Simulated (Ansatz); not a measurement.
Task: a single point from an input written key by key of C4H4S, SMILES C#CC1CS1, with Ansatz 0.2.0 through its Python package. Give the script and its output. Level of theory: MP2, cc-pVDZ basis, multiplicity 1.

```xyz
9

C     2.1930    0.5041   -0.1009
C     1.0772    0.1917    0.2142
C    -0.2532   -0.1860    0.5939
C    -1.3017   -0.2981   -0.4744
S    -1.5030    1.0166    0.6191
H     3.1813    0.7888   -0.3789
H    -0.3138   -0.8960    1.4122
H    -1.0502   -0.0255   -1.4921
H    -2.0295   -1.0956   -0.3930
```

`deck.py`
```python
"""C4H4S through the session interface."""

import ansatz as az
import numpy as np


def main() -> None:
    deck = {
        "crystal": {
            "periodic": [False, False, False],
            "atoms": [
                {"symbol": "C", "position_ang": [2.193, 0.5041, -0.1009]},
                {"symbol": "C", "position_ang": [1.0772, 0.1917, 0.2142]},
                {"symbol": "C", "position_ang": [-0.2532, -0.186, 0.5939]},
                {"symbol": "C", "position_ang": [-1.3017, -0.2981, -0.4744]},
                {"symbol": "S", "position_ang": [-1.503, 1.0166, 0.6191]},
                {"symbol": "H", "position_ang": [3.1813, 0.7888, -0.3789]},
                {"symbol": "H", "position_ang": [-0.3138, -0.896, 1.4122]},
                {"symbol": "H", "position_ang": [-1.0502, -0.0255, -1.4921]},
                {"symbol": "H", "position_ang": [-2.0295, -1.0956, -0.393]},
            ],
        },
        "basis": {"gaussian": {"orbitals": "cc-pVDZ"}},
        "correlation": {"method": "mp2"},
        "output": {"forces": True},
    }
    session = az.Session.from_dict(deck)
    report = session.plan(threads=1).execute().report

    for key in ("converged", "free_energy_ev", "reference_energy_ev", "n_frozen", "n_occupied", "n_virtual"):
        print(f"{key:22s} {report[key]}")
    symbols = ["C", "C", "C", "C", "S", "H", "H", "H", "H"]
    print("correlation energy", round(report["free_energy_ev"] - report["reference_energy_ev"], 5), "eV")
    cluster = report["correlation"].get("coupled_cluster")
    if cluster:
        print("cycles", cluster["cycles"], " T1 diagnostic", round(cluster["t1_diagnostic"], 4), " largest double", round(cluster["largest_double"], 4))
    field = report["mean_field"]
    print("<S^2> =", round(abs(field["state"]["spin_squared"]), 4), " all-electron relativity setting:", field["relativity"])
    print("passes:", field["passes"])
    if "symmetry" in field:
        print("occupied orbitals by irrep:", field["symmetry"]["occupied"])

    print("forces (eV/A)")
    for symbol, f in zip(symbols, report["forces_ev_ang"]):
        print(f"  {symbol:2s} {f[0]:9.4f} {f[1]:9.4f} {f[2]:9.4f}")
    charges = report["charge_distribution"]
    dipole = np.array(charges["dipole_moment_e_ang"]) * 4.803205
    print("dipole (D): {:.3f} {:.3f} {:.3f}, length {:.3f}".format(*dipole, np.linalg.norm(dipole)))
    print("atom  Mulliken   Lowdin")
    for symbol, m, l in zip(symbols, charges["mulliken_charges_e"], charges["lowdin_charges_e"]):
        print(f"{symbol:4s} {m:9.3f} {l:8.3f}")


if __name__ == "__main__":
    main()
```

Running `python deck.py` prints:
```text
converged              True
free_energy_ev         -15017.684840726955
reference_energy_ev    -14999.967647381096
n_frozen               9
n_occupied             [13, 13]
n_virtual              [72, 72]
correlation energy -17.71719 eV
<S^2> = 0.0  all-electron relativity setting: none
passes: {'evaluations': 11, 'products': 48}
occupied orbitals by irrep: [{'A': 22}, {'A': 22}]
forces (eV/A)
  C     2.7320    0.7396   -0.7490
  C    -2.3814   -0.7020    0.6923
  C     1.0551   -1.2918   -0.1507
  C    -0.0817   -1.3711   -1.1072
  S    -1.9096    3.4615    1.5702
  H     0.3775    0.1098   -0.1135
  H     0.0275   -0.4254    0.1992
  H     0.3775   -0.0287   -0.3927
  H    -0.1969   -0.4921    0.0514
dipole (D): 0.245 -1.183 -0.599, length 1.348
atom  Mulliken   Lowdin
C       -0.343   -0.019
C        0.388   -0.081
C       -0.257   -0.195
C       -0.043   -0.125
S       -0.013    0.349
H        0.029    0.027
H        0.082    0.027
H        0.080    0.009
H        0.076    0.008
```

Total energies depend on the basis set; only differences at equal settings carry meaning. The geometry is a force-field or estimated start, not a minimum of this method, and the basis set is short of its limit. The Löwdin charges here are taken after orthogonalising the functions within each atom; they differ from plain Löwdin charges, and their signs can be unphysical. Finished in 3.7 s on 1 thread of Arm Neoverse V1 (shared host), peak memory 0.24 GiB.

(Lines on the test bed's own set-up are left out of the output.)
